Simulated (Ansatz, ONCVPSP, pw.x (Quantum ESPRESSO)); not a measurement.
# pw.x on fcc W: one setting changed

Potential: optimised norm-conserving Vanderbilt (ONCV), ONCVPSP 4.0.1.1 (patched build), PBEsol; core [Kr] 4d10 4f14, reference 5s2 5p6 5d4.5 6s1.5; waves: 5s+6s: rc 1.55 bohr, ncon 3, nbas 7, qcut 6.6 1/bohr, 2 projectors; 5p: rc 1.90 bohr, ncon 3, nbas 6, qcut 7.8 1/bohr, 2 projectors, debl 1.4 Ha; 5d: rc 2.80 bohr, ncon 4, nbas 8, qcut 5.1 1/bohr, 2 projectors, debl 3 Ha; local part: polynomial inside 1.15 bohr (lpopt 4, dvloc0 0 Ha); core correction: none. In the p channel the program set the typed energies aside and used -1.554, 0.250 Ha.

The reference run (k-mesh 14³, cutoffs 50/200 Ry, Fermi–Dirac 0.01 Ry, mixing_beta 0.4, conv_thr 1e-9, no spin) gives -2.60 GPa at 15.995 Å³/atom, where all-electron LAPW gives 0.14 GPa. This run, with its own iteration cap, changes mixing_ndim to 16.

```
&control
  calculation='scf', prefix='x', pseudo_dir='./', outdir='./tmp', tstress=.true., disk_io='none'
/
&system
  ibrav=0, nat=1, ntyp=1, ecutwfc=50, ecutrho=200, nbnd=15,
  occupations='smearing', smearing='fd', degauss=0.01
/
&electrons
  conv_thr=1e-09, mixing_beta=0.4, electron_maxstep=60, mixing_ndim=16
/
ATOMIC_SPECIES
W 1.0 W.UPF
CELL_PARAMETERS angstrom
  0.00000000 1.99979164 1.99979164
  1.99979164 0.00000000 1.99979164
  1.99979164 1.99979164 0.00000000
ATOMIC_POSITIONS crystal
W 0.0000 0.0000 0.0000
K_POINTS automatic
14 14 14 0 0 0
```

```bash
pw.x < W.scf.in > W.scf.out
```

Q: How does the run end?

A: It converges in 7 iterations; the free energy moves by +0.0 meV/atom and the pressure by +0.00 GPa. The result is that of the reference run.

```
Message from routine setup:
     using ibrav=0 with symmetry is DISCOURAGED, use correct ibrav instead
     lattice parameter (alat)  =       5.3444  a.u.
     unit-cell volume          =     107.9396 (a.u.)^3
     number of electrons       =        14.00
     number of Kohn-Sham states=           15
     kinetic-energy cutoff     =      50.0000  Ry
     charge density cutoff     =     200.0000  Ry
     scf convergence threshold =      1.0E-09
     Exchange-correlation= PBESOL
     number of k points=   104  Fermi-Dirac smearing, width (Ry)=  0.0100
     iteration #  1     ecut=    50.00 Ry     beta= 0.40
     total energy              =    -136.48059412 Ry
     estimated scf accuracy    <       0.06283639 Ry
     iteration #  2     ecut=    50.00 Ry     beta= 0.40
     total energy              =    -136.47954222 Ry
     estimated scf accuracy    <       0.01046436 Ry
     iteration #  3     ecut=    50.00 Ry     beta= 0.40
     total energy              =    -136.48079571 Ry
     estimated scf accuracy    <       0.00039459 Ry
     iteration #  4     ecut=    50.00 Ry     beta= 0.40
     total energy              =    -136.48082511 Ry
     estimated scf accuracy    <       0.00000611 Ry
     iteration #  5     ecut=    50.00 Ry     beta= 0.40
     total energy              =    -136.48082727 Ry
     estimated scf accuracy    <       0.00000037 Ry
     iteration #  6     ecut=    50.00 Ry     beta= 0.40
     total energy              =    -136.48082732 Ry
     estimated scf accuracy    <          1.7E-09 Ry
     iteration #  7     ecut=    50.00 Ry     beta= 0.40
     the Fermi energy is    21.7617 ev
!    total energy              =    -136.48082732 Ry
     estimated scf accuracy    <          1.4E-10 Ry
     smearing contrib. (-TS)   =      -0.00511790 Ry
     The total energy is F=E-TS. E is the sum of the following terms:
     one-electron contribution =     -18.49089717 Ry
     hartree contribution      =      15.99484642 Ry
     xc contribution           =     -15.08325022 Ry
     ewald contribution        =    -118.89640845 Ry
     convergence has been achieved in   7 iterations
          total   stress  (Ry/bohr**3)                   (kbar)     P=      -26.02
     Message from routine punch:
     Nothing written, as per user request (disk_io='none')
```

The run took about 18 s on one core of a shared host (Neoverse-N1, 64 threads, 124 GiB, load 59).
